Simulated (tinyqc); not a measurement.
Worked calculation: Hueckel theory of the pi electrons, for the molecule C=CC(F)=CN (SMILES; centres numbered as the heavy atoms are written). One step of it, computed by the program tinyqc.

Task: Energy, charges, bond orders. E = sum n x; q_r = z_r - P_rr; bond order p = P_rs; free valence = sqrt(3) - sum of p over the bonds of the atom.

x values: 3.196402  1.961184  1.378673  0.389275  -0.736900  -1.688632

occupations: 2.000000  2.000000  2.000000  2.000000  0.000000  0.000000

charge and bond-order matrix P, lower triangle:
```
           1C         2C         3C         4F        5C        6N
1C   1.092480
2C   0.880207   0.994304
3C  -0.098176   0.463852   1.095254
4F   0.002749  -0.060476   0.140518   1.978002
5C  -0.418280   0.045107   0.829358  -0.135893  0.951696
6N   0.179105  -0.065967  -0.241969   0.040443  0.338190  1.888264
```

Centres:
```
centre  z_r, pi electrons of the neutral centre         h
1C                                            1  0.000000
2C                                            1  0.000000
3C                                            1  0.000000
4F                                            2  3.000000
5C                                            1  0.000000
6N                                            2  1.500000
```

Bonds:
```
i  j         k
1  2         1
2  3         1
3  4  0.700000
3  5         1
5  6  0.800000
```

Give: pi energy = 8 alpha + this times beta; pi charges; Bond orders and lengths from R = 1.517 - 0.180 p; free valence of the carbons; gap between the highest filled and the next level.

Result:

pi energy = 8 alpha + this times beta = 13.8511

pi charges: 1C -0.0925, 2C 0.0057, 3C -0.0953, 4F 0.0220, 5C 0.0483, 6N 0.1117

Bond orders and lengths from R = 1.517 - 0.180 p (angstrom, C-C alone):
```
bond       p       R
1-2   0.8802  1.3586
2-3   0.4639  1.4335
3-4   0.1405       -
3-5   0.8294  1.3677
5-6   0.3382       -
```

free valence of the carbons: 1C 0.8518, 2C 0.3880, 3C 0.2983, 5C 0.5645

gap between the highest filled and the next level = 1.1262 |beta|
